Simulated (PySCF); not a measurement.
Compound: BClH5N.
Numbering: `[NH3+:1][BH2-:2][Cl:3]` (hydrogens: H4, H5, H6 on N1; H7, H8 on B2)

Level of theory: PySCF, PBE0-D3(BJ)/def2-SVP geometry optimisation, gas phase.

(1) List the bond lengths and angles at this level.

Results:

(1) 
```csv
bond,length (Å)
N1–B2,1.624
B2–Cl3,1.856
"N1–H4, N1–H5, N1–H6",1.022
"B2–H7, B2–H8",1.217
```

Bonds in one row agree within 0.01 Å and their mean is given. A selection of angles:
```csv
angle,degrees
B2–N1–H4,110.1
B2–N1–H5,111.8
H4–N1–H5,108.7
H4–N1–H6,107.2
N1–B2–Cl3,103.4
N1–B2–H7,105.9
Cl3–B2–H7,112.7
H7–B2–H8,115.2
```

N1 (nitrogen bonded to B and 3 H) is tetrahedral (angles from 107.2° to 111.8°). B2 (four-coordinate boron) is distorted tetrahedral (angles from 103.4° to 115.2°).

Point group: Cs (every atom within 0.08 Å of its image). PBE0-D3(BJ)/def2-SVP frequencies: not computed here.
